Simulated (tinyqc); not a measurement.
Worked calculation: RHF in the sto-6g basis, for H2O, spin multiplicity 1. One step of it, computed by the program tinyqc.

Task: Iteration 25 (converged): orbitals. Diagonalise F' = X^T F X, C = X C', fill 5 alpha and 5 beta electrons from the bottom; D = 2 C_occ C_occ^T. Each column has its largest component positive (the first on a tie).

converged F (hartree):
```
             1O 1s      1O 2s     1O 2px     1O 2py     1O 2pz      2H 1s      3H 1s
1O 1s   -20.516902  -4.963270   0.000000   0.000000  -0.024449  -0.832493  -0.832493
1O 2s    -4.963270  -2.300498   0.000000   0.000000  -0.066566  -0.771945  -0.771945
1O 2px    0.000000   0.000000  -0.389369   0.000000   0.000000   0.000000   0.000000
1O 2py    0.000000   0.000000   0.000000  -0.232998   0.000000  -0.361469   0.361469
1O 2pz   -0.024449  -0.066566   0.000000   0.000000  -0.272790  -0.305011  -0.305011
2H 1s    -0.832493  -0.771945   0.000000  -0.361469  -0.305011  -0.402816  -0.223841
3H 1s    -0.832493  -0.771945   0.000000   0.361469  -0.305011  -0.223841  -0.402816
```

X:
```
            1O 1s      1O 2s    1O 2px     1O 2py     1O 2pz      2H 1s      3H 1s
1O 1s    1.022312  -0.132282  0.000000   0.000000  -0.006323   0.017227   0.017227
1O 2s   -0.132282   1.151295  0.000000   0.000000   0.065319  -0.218019  -0.218019
1O 2px   0.000000   0.000000  1.000000   0.000000   0.000000   0.000000   0.000000
1O 2py   0.000000   0.000000  0.000000   1.073564   0.000000  -0.174504   0.174504
1O 2pz  -0.006323   0.065319  0.000000   0.000000   1.032712  -0.109563  -0.109563
2H 1s    0.017227  -0.218019  0.000000  -0.174504  -0.109563   1.122488  -0.053592
3H 1s    0.017227  -0.218019  0.000000   0.174504  -0.109563  -0.053592   1.122488
```

Give: F' = X^T F X; orbital energies; coefficients C; D after iteration 25.

Result:

F' = X^T F X (hartree):
```
         1       2       3       4       5       6       7
1  -20.192  -2.501   0.000   0.000  -0.044  -0.112  -0.112
2   -2.501  -1.270   0.000   0.000   0.096  -0.396  -0.396
3    0.000   0.000  -0.389   0.000   0.000   0.000   0.000
4    0.000   0.000   0.000  -0.009   0.000  -0.398   0.398
5   -0.044   0.096   0.000   0.000  -0.163  -0.284  -0.284
6   -0.112  -0.396   0.000  -0.398  -0.284  -0.024  -0.059
7   -0.112  -0.396   0.000   0.398  -0.284  -0.059  -0.024
```

orbital energies (hartree): MO1 -20.520, MO2 -1.208, MO3 -0.550, MO4 -0.428, MO5 -0.389, MO6 0.446, MO7 0.577

coefficients C:
```
           MO1     MO2     MO3     MO4    MO5     MO6     MO7
1O 1s    0.997  -0.228   0.000   0.083  0.000  -0.102   0.000
1O 2s    0.014   0.895   0.000  -0.459  0.000   0.657   0.000
1O 2px   0.000   0.000   0.000   0.000  1.000   0.000   0.000
1O 2py   0.000   0.000   0.603   0.000  0.000   0.000   0.922
1O 2pz   0.002   0.079   0.000   0.760  0.000   0.715   0.000
2H 1s   -0.003   0.138   0.451   0.331  0.000  -0.709  -0.720
3H 1s   -0.003   0.138  -0.451   0.331  0.000  -0.709   0.720
```

D after iteration 25:
```
         1O 1s   1O 2s  1O 2px  1O 2py  1O 2pz   2H 1s   3H 1s
1O 1s    2.106  -0.457   0.000   0.000   0.095  -0.014  -0.014
1O 2s   -0.457   2.022   0.000   0.000  -0.556  -0.056  -0.056
1O 2px   0.000   0.000   2.000   0.000   0.000   0.000   0.000
1O 2py   0.000   0.000   0.000   0.726   0.000   0.543  -0.543
1O 2pz   0.095  -0.556   0.000   0.000   1.168   0.524   0.524
2H 1s   -0.014  -0.056   0.000   0.543   0.524   0.663  -0.150
3H 1s   -0.014  -0.056   0.000  -0.543   0.524  -0.150   0.663
```
